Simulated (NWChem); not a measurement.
The numbers come from NWChem runs, not from measurements. System: N2, charge 0, spin multiplicity 1, displaced from the optimised geometry. Level: CCSD(T)/cc-pVDZ, 2 core orbitals frozen, spin-restricted.

Input file:

```
start mol
memory heap 100 mb stack 700 mb global 1900 mb
geometry units angstroms nocenter noautoz noautosym
  N      0.000000     0.000000     0.550196
  N      0.000000     0.000000    -1.375489
end
basis spherical
  * library cc-pvdz
end
scf
  rhf
  nopen 0
  maxiter 100
  thresh 1e-7
  semidirect memsize 60000000 filesize 0
end
ccsd
  freeze core 2
  maxiter 60
end
task ccsd(t) energy
```

Output (cleaned and shortened):

```
             Northwest Computational Chemistry Package (NWChem) 7.3.0
             --------------------------------------------------------

                                NWChem Input Module
                                -------------------

 Scaling coordinates for geometry "geometry" by  1.889725989
 (inverse scale =  0.529177249)

                             Geometry "geometry" -> ""
                             -------------------------

 Output coordinates in angstroms (scale by  1.889725989 to convert to a.u.)

  No.       Tag          Charge          X              Y              Z
 ---- ---------------- ---------- -------------- -------------- --------------
    1 N                    7.0000     0.00000000     0.00000000     0.55019600
    2 N                    7.0000     0.00000000     0.00000000    -1.37548900

 Effective nuclear repulsion energy (a.u.)      13.4651748344

            Nuclear Dipole moment (a.u.)
            ----------------------------
        X                 Y               Z
 ---------------- ---------------- ----------------
     0.0000000000     0.0000000000   -10.9170434121


 Summary of "ao basis" -> "" (spherical)
 ------------------------------------------------------------------------------
       Tag                 Description            Shells   Functions and Types
 ---------------- ------------------------------  ------  ---------------------
 *                          cc-pvdz                   on all atoms

 Summary of "ao basis" -> "ao basis" (spherical)
 ------------------------------------------------------------------------------
       Tag                 Description            Shells   Functions and Types
 ---------------- ------------------------------  ------  ---------------------
 N                          cc-pvdz                  6       14   3s2p1d

                                 NWChem SCF Module
                                 -----------------

  ao basis        = "ao basis"
  functions       =    28
  atoms           =     2
  closed shells   =     7
  open shells     =     0
  charge          =   0.00
  wavefunction    = RHF
  use symmetry    = F
  symmetry adapt  = F

 Summary of "ao basis" -> "ao basis" (spherical)
 ------------------------------------------------------------------------------
       Tag                 Description            Shells   Functions and Types
 ---------------- ------------------------------  ------  ---------------------
 N                          cc-pvdz                  6       14   3s2p1d

 Forming initial guess at       0.0s

      Superposition of Atomic Density Guess
      -------------------------------------

 Sum of atomic energies:        -108.60004629

      Non-variational initial energy
      ------------------------------

 Total energy =    -107.764959
 1-e energy   =    -174.619248
 2-e energy   =      53.389115
 HOMO         =      -0.248003
 LUMO         =      -0.139919

 Starting SCF solution at       0.1s

 ----------------------------------------------
         Quadratically convergent ROHF

 Convergence threshold     :          1.000E-07
 Maximum no. of iterations :          100
 Final Fock-matrix accuracy:          1.000E-09
 ----------------------------------------------

              iter       energy          gnorm     gmax       time
             ----- ------------------- --------- --------- --------
                 1     -108.3601233931  4.24D-01  1.69D-01      0.2
                 2     -108.3715172592  9.86D-02  5.27D-02      0.2
                 3     -108.3725245188  1.80D-03  1.10D-03      0.2
                 4     -108.3725247587  8.75D-07  4.51D-07      0.2
                 5     -108.3725247587  4.06D-09  3.14D-09      0.2

       Final RHF  results
       ------------------

         Total SCF energy =   -108.372524758664
      One-electron energy =   -173.631380619591
      Two-electron energy =     51.793681026526
 Nuclear repulsion energy =     13.465174834402

        Time for solution =      0.0s

             Final eigenvalues
             -----------------

              1
    1  -15.8230
    2  -15.8227
    3   -1.1090
    4   -0.9578
    5   -0.4905
    6   -0.4095
    7   -0.4095
    8   -0.0734
    9   -0.0734
   10    0.0641
   11    0.8831
   12    0.8831
   13    0.8898
   14    0.9504
   15    0.9916
   16    0.9916
   17    1.1072

                       ROHF Final Molecular Orbital Analysis
                       -------------------------------------

 Vector    5  Occ=2.000000D+00  E=-4.905102D-01
              MO Center= -5.8D-17, -2.7D-17, -4.1D-01, r^2= 1.8D+00
   Bfn.  Coefficient  Atom+Function         Bfn.  Coefficient  Atom+Function
  ----- ------------  ---------------      ----- ------------  ---------------
     6      0.425974  1 N  pz                20     -0.425974  2 N  pz
     9      0.306668  1 N  pz                23     -0.306668  2 N  pz

 Vector    6  Occ=2.000000D+00  E=-4.095119D-01
              MO Center=  1.6D-17,  9.5D-17, -4.1D-01, r^2= 1.7D+00
   Bfn.  Coefficient  Atom+Function         Bfn.  Coefficient  Atom+Function
  ----- ------------  ---------------      ----- ------------  ---------------
     4      0.392451  1 N  px                18      0.392451  2 N  px
     7      0.339480  1 N  px                21      0.339480  2 N  px

 Vector    7  Occ=2.000000D+00  E=-4.095119D-01
              MO Center=  5.2D-17,  4.8D-17, -4.1D-01, r^2= 1.7D+00
   Bfn.  Coefficient  Atom+Function         Bfn.  Coefficient  Atom+Function
  ----- ------------  ---------------      ----- ------------  ---------------
     5      0.392451  1 N  py                19      0.392451  2 N  py
[...]
    1 N    7     7.00   2.00  0.97  0.99  1.60  1.43  0.01
    2 N    7     7.00   2.00  0.97  0.99  1.60  1.43  0.01

       Multipole analysis of the density wrt the origin
       ------------------------------------------------

     L   x y z        total         open         nuclear
     -   - - -        -----         ----         -------
     0   0 0 0     -0.000000      0.000000     14.000000

     1   1 0 0      0.000000      0.000000      0.000000
     1   0 1 0     -0.000000      0.000000      0.000000
     1   0 0 1     -0.000000      0.000000    -10.917043

     2   2 0 0     -8.661015      0.000000      0.000000
     2   1 1 0     -0.000000      0.000000      0.000000
     2   1 0 1     -0.000000      0.000000      0.000000
     2   0 2 0     -8.661015      0.000000      0.000000
     2   0 1 1      0.000000      0.000000      0.000000
     2   0 0 2     -8.116498      0.000000     54.861545

                   Four-Index Transformation
                   -------------------------
          Number of basis functions:             28
          Number of shells:                      12
          Number of occupied orbitals:            7
          Number of occ. correlated orbitals:     5
          Block length:                          16
          Superscript MO index range:      3 -    7
          Subscript MO index range:        3 -   28
          MO coefficients read from:  ./mol.movecs
          Number of operator matrices in core:   30
          Half-transformed integrals produced

     Pass:    1     Index range:    3  -    7     Time:      0.22
 ------------------------------------------
 MP2 Energy (coupled cluster initial guess)
 ------------------------------------------
 Reference energy:           -108.372524758663559
 MP2 Corr. energy:             -0.778324110842996
 Total MP2 energy:           -109.150848869506561

 ****************************************************************************
              the segmented parallel ccsd program:    1 nodes
 ****************************************************************************

 level of theory    ccsd(t)
 number of core         2
 number of occupied     5
 number of virtual     21
 number of deleted      0
 total functions       28
 number of shells      12
 basis label          566

   ***** ccsd parameters *****
   iprt   =     0
   convi  =  0.100E-05
   maxit  =    60
   mxvec  =     5
 memory            104855132
  Using  1 OpenMP thread(s) in CCSD
  IO offset    20.000000000000000
  IO error message >End of File
  file_read_ga: failing reading from ./mol.t2
  Failed reading restart vector from ./mol.t2
  Using MP2 initial guess vector

-------------------------------------------------------------------------
 iter     correlation     delta       rms       T2     Non-T2      Main
             energy      energy      error      ampl     ampl      Block
                                                time     time      time
-------------------------------------------------------------------------
   1     -0.1370474096 -1.370D-01  9.735D-01     0.24     0.00     0.23
   2     -0.9623536512 -8.253D-01  1.500D+00     0.24     0.00     0.23
   3     -0.5293068070  4.330D-01  1.808D-01     0.24     0.00     0.22
   4     -0.5618241796 -3.252D-02  1.728D-01     0.24     0.00     0.23
   5     -0.5582738808  3.550D-03  1.182D-01     0.24     0.00     0.23
   6     -0.5552070795  3.067D-03  6.934D-02     0.24     0.00     0.23
   7     -0.5495921294  5.615D-03  2.155D-02     0.24     0.00     0.23
   8     -0.5463597689  3.232D-03  2.124D-03     0.24     0.00     0.22
   9     -0.5451865448  1.173D-03  1.740D-03     0.23     0.00     0.22
  10     -0.5459422519 -7.557D-04  2.631D-03     0.24     0.00     0.23
  11     -0.5463144679 -3.722D-04  1.194D-03     0.24     0.00     0.22
  12     -0.5462313386  8.313D-05  1.715D-04     0.23     0.00     0.22
  13     -0.5462331250 -1.786D-06  1.209D-04     0.24     0.00     0.23
  14     -0.5462155623  1.756D-05  1.411D-05     0.25     0.00     0.23
  15     -0.5462162518 -6.895D-07  6.439D-06     0.25     0.00     0.23
  16     -0.5462190015 -2.750D-06  5.940D-06     0.24     0.00     0.23
  17     -0.5462178254  1.176D-06  2.348D-06     0.24     0.00     0.23
  18     -0.5462198447 -2.019D-06  4.521D-06     0.24     0.00     0.23
  19     -0.5462200073 -1.626D-07  2.023D-06     0.24     0.00     0.23
  20     -0.5462201552 -1.479D-07  6.964D-07     0.23     0.00     0.22
                  *************converged*************
-------------------------------------------------------------------------

 -----------
 CCSD Energy
 -----------
 Reference energy:            -108.372524758663559
 CCSD corr. energy:             -0.546220155217662
 Total CCSD energy:           -108.918744913881227

 --------------------------------
 Spin Component Scaled (SCS) CCSD
 --------------------------------
 Same spin contribution:                 -0.025944756395785
 Same spin scaling factor:                1.130000000000000
 Opposite spin contribution:             -0.520275398821877
 Opposite spin scaling fact.:             1.270000000000000
 SCS-CCSD correlation energy:            -0.690067331231021
 Total SCS-CCSD energy:                -109.062592089894579
 memory            104855132

*********triples calculation*********

nkpass=    1; nvpass=    1; memdrv=          15897; memtrn=         386878; memavail=      104855012
 memory available/node                      104855012
 total number of virtual orbitals        21
 number of virtuals per integral pass    21
 number of integral evaluations           1
 number of occupied per triples pass      5
 number of triples passes                 1

 commencing integral evaluation        1 at           5.03
  symmetry use  F
task         2 out of        78 done   2%  at       0.0 secs
task         4 out of        78 done   5%  at       0.0 secs
task         8 out of        78 done  10%  at       0.0 secs
task        12 out of        78 done  15%  at       0.1 secs
task        16 out of        78 done  20%  at       0.1 secs
task        20 out of        78 done  25%  at       0.1 secs
task        24 out of        78 done  30%  at       0.1 secs
task        28 out of        78 done  35%  at       0.1 secs
task        32 out of        78 done  41%  at       0.1 secs
task        36 out of        78 done  46%  at       0.2 secs
task        39 out of        78 done  50%  at       0.2 secs
task        43 out of        78 done  55%  at       0.2 secs
task        47 out of        78 done  60%  at       0.2 secs
task        51 out of        78 done  65%  at       0.2 secs
task        55 out of        78 done  70%  at       0.3 secs
task        59 out of        78 done  75%  at       0.3 secs
task        63 out of        78 done  80%  at       0.3 secs
task        67 out of        78 done  85%  at       0.3 secs
task        71 out of        78 done  91%  at       0.3 secs
task        75 out of        78 done  96%  at       0.3 secs
task        78 out of        78 done 100%  at       0.3 secs
 commencing triples evaluation - blocking       1
 ccsd(t): done        1 out of       21 progress:    4.8%
 ccsd(t): done        2 out of       21 progress:    9.5%
 ccsd(t): done        3 out of       21 progress:   14.3%
 ccsd(t): done        4 out of       21 progress:   19.0%
 ccsd(t): done        5 out of       21 progress:   23.8%
 ccsd(t): done        6 out of       21 progress:   28.6%
 ccsd(t): done        7 out of       21 progress:   33.3%
 ccsd(t): done        8 out of       21 progress:   38.1%
 ccsd(t): done        9 out of       21 progress:   42.9%
 ccsd(t): done       10 out of       21 progress:   47.6%
 ccsd(t): done       11 out of       21 progress:   52.4%
 ccsd(t): done       12 out of       21 progress:   57.1%
 ccsd(t): done       13 out of       21 progress:   61.9%
 ccsd(t): done       14 out of       21 progress:   66.7%
 ccsd(t): done       15 out of       21 progress:   71.4%
 ccsd(t): done       16 out of       21 progress:   76.2%
 ccsd(t): done       17 out of       21 progress:   81.0%
 ccsd(t): done       18 out of       21 progress:   85.7%
 ccsd(t): done       19 out of       21 progress:   90.5%
 ccsd(t): done       20 out of       21 progress:   95.2%
 ccsd(t): done       21 out of       21 progress:  100.0%
 Time for integral evaluation pass     1        0.32
 Time for triples evaluation pass      1        0.05

 pseudo-e(mp4)  -0.95386421167737E-01
 pseudo-e(mp5)   0.12504863825551E-01
        e(t)    -0.82881557342186E-01

 --------------
 CCSD(T) Energy
 --------------
 Reference energy:                    -108.372524758663559

 CCSD corr. energy:                     -0.546220155217662
 T(CCSD) corr. energy:                  -0.095386421167737
 Total CCSD+T(CCSD) energy:           -109.014131335048958

 CCSD corr. energy:                     -0.546220155217662
 (T) corr. energy:                      -0.082881557342186
 Total CCSD(T) energy:                -109.001626471223403

 routine      calls  cpu(0)   cpu-min  cpu-ave  cpu-max   i/o
 aoccsd          1     0.00     0.00     0.00     0.00    0.00
 iterdrv         1     0.01     0.01     0.01     0.01    0.00
 pampt          20     0.03     0.03     0.03     0.03    0.00
 t2pm           20     0.04     0.04     0.04     0.04    0.00
 sxy            20     0.04     0.04     0.04     0.04    0.00
 ints       121680     4.10     4.10     4.10     4.10    0.00
 t2eri        1560     0.22     0.22     0.22     0.22    0.00
 idx2         1560     0.10     0.10     0.10     0.10    0.00
 idx34          20     0.01     0.01     0.01     0.01    0.00
 ht2pm          20     0.05     0.05     0.05     0.05    0.00
 itm            20     0.14     0.14     0.14     0.14    0.00
 pdiis          20     0.01     0.01     0.01     0.01    0.00
 triples         1     0.00     0.00     0.00     0.00    0.00
 rdtrpo          1     0.00     0.00     0.00     0.00    0.00
 trpmos          1     0.32     0.32     0.32     0.32    0.00
 trpdrv          1     0.01     0.01     0.01     0.01    0.00
 dovvv        3150     0.01     0.01     0.01     0.01    0.00
 doooo        3150     0.01     0.01     0.01     0.01    0.00
 tengy        2625     0.02     0.02     0.02     0.02    0.00
 Total                 5.13     5.13     5.13     5.13    0.00

 Task  times  cpu:        5.6s     wall:        5.6s

 Total times  cpu:        5.6s     wall:        5.6s
```
